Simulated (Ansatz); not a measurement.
**B2H2+ (doublet): wave-function methods side by side, cc-pVDZ**

Aim: climb from Hartree-Fock through coupled cluster and multireference methods for B2H2+ (doublet) at one geometry and basis, and see what each rung misses.

Program: Ansatz 0.2.0, Gaussian basis. Level of theory: cc-pVDZ, core rule «outside noble gas», up to 2 orbitals frozen. These are calculated values, not measurements.

The runs, in order: UHF; CCSD(T) on ROHF; CCSD(T) on UHF; BCCD(T) on ROHF; CISD; CCSDT(Q) on ROHF; CCSDT(Q) on UHF; CISDTQ; CCSDTQ on ROHF; CCSDTQ on UHF; CASSCF and MRCISD+Q, 7 electrons in 10 orbitals; CASSCF and NEVPT2, 7 electrons in 10 orbitals.

4 further runs of the same task are left out: 4 set aside as unsound or not needed.

**1. The geometry**

The geometry is a PBE0/def2-TZVP stationary point (not a proven minimum) of the parent state, kept for this charge and spin.

4 atoms, charge 1, spin multiplicity 2.

Atoms are counted from 1 here; the program's logs count them from 0.

Bond lengths: B1–B2 1.585 Å, B1–H3 1.197 Å, B1–H4 1.197 Å. Angles: B2–B1–H3 118.9°, B2–B1–H4 118.9°, H3–B1–H4 122.2°.

**2. UHF**

The input, in.yaml:

```yaml
crystal:
  periodic: [false, false, false]
  atoms:
    - {symbol: B, position_ang: [0.000000, 0.000000, 0.675628]}
    - {symbol: B, position_ang: [0.000000, 0.000000, -0.909454]}
    - {symbol: H, position_ang: [0.000000, 1.047868, 1.253990]}
    - {symbol: H, position_ang: [0.000000, -1.047868, 1.253990]}
basis:
  gaussian: {orbitals: cc-pVDZ}
total_charge: 1
magnetization: {spin_polarized: true, initial_magnetization: 1}
hamiltonian: {xc: hf}
output: {orbitals: {seedname: orbitals}}
```

Started as:

```
> ansatz run in.yaml --threads 1 --pin off --events-out ev --progress --plain --max-ram 2816MiB --backend cpu
```

The runs that follow: CCSD(T) on ROHF; CCSD(T) on UHF; BCCD(T) on ROHF; CISD; CCSDT(Q) on ROHF; CCSDT(Q) on UHF; CISDTQ; CCSDTQ on ROHF; CCSDTQ on UHF; CASSCF and MRCISD+Q, 7 electrons in 10 orbitals; CASSCF and NEVPT2, 7 electrons in 10 orbitals.

Q: Predict the results of all the runs planned. Wanted: UCCSDTQ below the RHF energy; RMP2 from UCCSDTQ; UMP2 from UCCSDTQ; RCCSD from UCCSDTQ; RCCSD(T) from UCCSDTQ; UCCSD(T) from UCCSDTQ; RCCSDT(Q) from UCCSDTQ; UCCSDT(Q) from UCCSDTQ; NEVPT2 valence from UCCSDTQ.

As calculated:

| quantity | value |
| --- | --- |
| UCCSDTQ below the RHF energy | -3.7594 eV |
| RMP2 from UCCSDTQ | +970.4 meV |
| UMP2 from UCCSDTQ | +959.6 meV |
| RCCSD from UCCSDTQ | +110.6 meV |
| RCCSD(T) from UCCSDTQ | +27.3 meV |
| UCCSD(T) from UCCSDTQ | +26.8 meV |
| RCCSDT(Q) from UCCSDTQ | +0.8 meV |
| UCCSDT(Q) from UCCSDTQ | +0.3 meV |
| NEVPT2 valence from UCCSDTQ | +474.8 meV |
| MRCISD+Q valence from UCCSDTQ | +40.0 meV |
| levels within 1 kcal/mol (43 meV) | RCCSD(T), UCCSD(T), BCCD(T), RCCSDT, UCCSDT, CISDTQ, RCCSDT(Q), UCCSDT(Q), RCCSDTQ, MRCISD+Q valence |
| T1 diagnostic | 0.026 |
| effectively unpaired electrons | 1.03 |

What this shows: RCCSD(T) lands +27.3 meV from the yardstick (0.7 % of the correlation energy). One determinant dominates. Of the multireference levels listed MRCISD+Q valence comes nearest in total energy (+40.0 meV), which doesn't show that its space is the better one. These misses are within one basis, not against nature; the frozen cores of restricted and unrestricted runs differ, which can shift their rows.
